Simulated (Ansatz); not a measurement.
System: 2H WS2. Method: LDA (Ansatz, a program for electronic structure, PAW).

Run with plane-wave cutoff 520 eV, 12×12×4 k mesh (along the axes of the cell as run), Fermi–Dirac smearing 0.01 eV, no spin polarisation, scalar-relativistic PAW data made under PBE.

Starting structure:

```
WS2
1.0
    3.15000     0.00000     0.00000
   -1.57500     2.72798     0.00000
    0.00000     0.00000    12.32000
W S
2 4
Cartesian
  1.57500   0.90933   9.24000
  0.00000   1.81865   3.08000
  1.57500   0.90933   4.65696
  0.00000   1.81865  10.81696
  0.00000   1.81865   7.66304
  1.57500   0.90933   1.50304
```

Task: Into what structure does the relaxation of cell and atoms lead at this level, with the symmetry of the start kept?

Result: The volume decreases by 2.8 %; final space group P6_3/mmc.
```
WS2
1.0
    3.12675     0.00000     0.00000
   -1.56338     2.70785     0.00000
    0.00000     0.00000    12.15788
W S
2 4
Direct
  0.66667   0.33333   0.75000
  0.33333   0.66667   0.25000
  0.66667   0.33333   0.37848
  0.33333   0.66667   0.87848
  0.33333   0.66667   0.62152
  0.66667   0.33333   0.12152
```
